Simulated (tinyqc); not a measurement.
MP2 on RHF in the sto-3g basis, for H2F+, spin multiplicity 1, step by step. One step of it, computed by the program tinyqc.

Problem. Iteration 8 (converged): orbitals. Diagonalise F' = X^T F X, C = X C', fill 5 alpha and 5 beta electrons from the bottom; D = 2 C_occ C_occ^T. Each column has its largest component positive (the first on a tie).

converged F (hartree), lower triangle:
```
             1F 1s      1F 2s     1F 2px     1F 2py     1F 2pz      2H 1s      3H 1s
1F 1s   -26.643505
1F 2s    -6.795645  -3.680828
1F 2px    0.000000   0.000000  -1.070339
1F 2py   -0.002144  -0.020725   0.000000  -1.052571
1F 2pz   -0.025284  -0.143497   0.000000  -0.013966  -1.063474
2H 1s    -1.509399  -1.458409   0.000000  -0.589978  -0.473457  -1.026150
3H 1s    -1.254646  -1.276386   0.000000   0.545555  -0.441229  -0.490584  -0.903841
```

X:
```
                1          2          3         4          5          6         7
1F 1s   -0.310686   0.145602   0.737714  0.000000  -0.616798  -0.008356  0.163985
1F 2s    1.056042  -0.390967  -0.242923  0.000000  -0.275339  -0.014319  0.436419
1F 2px   0.000000   0.000000   0.000000  1.000000   0.000000   0.000000  0.000000
1F 2py   0.353495   0.803221  -0.003717  0.000000   0.012807   0.705877  0.021739
1F 2pz   0.411907  -0.156084   0.669864  0.000000   0.652523  -0.013018  0.174055
2H 1s   -0.980848  -0.519749  -0.165373  0.000000   0.137514   0.344886  0.398557
3H 1s   -0.270951   1.001372  -0.180552  0.000000   0.144994  -0.393595  0.363106
```

Give: F' = X^T F X; orbital energies; coefficients C; D after iteration 8.

Solution.

F' = X^T F X (hartree), lower triangle:
```
         1        2         3        4         5        6        7
1  -0.5750
2   0.4286  -0.0314
3   2.2566  -1.2550  -12.1388
4   0.0000   0.0000    0.0000  -1.0703
5  -1.8566   1.0933   11.2922   0.0000  -12.6383
6  -0.0296  -0.0435    0.1870   0.0000   -0.1966  -1.2473
7   0.2349  -0.2434   -5.1726   0.0000    5.4182   0.0733  -4.2525
```

orbital energies (hartree): MO1 -26.6534, MO2 -2.1076, MO3 -1.2482, MO4 -1.1105, MO5 -1.0703, MO6 0.0229, MO7 0.2136

coefficients C:
```
            MO1      MO2      MO3      MO4     MO5      MO6      MO7
1F 1s    0.9946  -0.2478   0.0122   0.0719  0.0000   0.1113   0.0328
1F 2s    0.0239   0.9294  -0.0646  -0.3618  0.0000  -0.7318  -0.2421
1F 2px   0.0000   0.0000   0.0000   0.0000  1.0000   0.0000   0.0000
1F 2py   0.0005   0.0188   0.7380  -0.0509  0.0000   0.1817  -0.8297
1F 2pz   0.0029   0.1297   0.0528   0.8762  0.0000  -0.5386  -0.1468
2H 1s   -0.0052   0.0959   0.3453   0.1694  0.0000   0.5678   1.0376
3H 1s   -0.0043   0.0789  -0.3263   0.2148  0.0000   0.9276  -0.6302
```

D after iteration 8, lower triangle:
```
          1F 1s    1F 2s  1F 2px   1F 2py  1F 2pz    2H 1s   3H 1s
1F 1s    2.1118
1F 2s   -0.4667   1.9990
1F 2px   0.0000   0.0000  2.0000
1F 2py   0.0023  -0.0236  0.0000   1.0953
1F 2pz   0.0688  -0.3997  0.0000  -0.0064  1.5748
2H 1s   -0.0251   0.0108  0.0000   0.4960  0.3581   0.3142
3H 1s   -0.0247   0.0333  0.0000  -0.5006  0.3624  -0.1374  0.3178
```
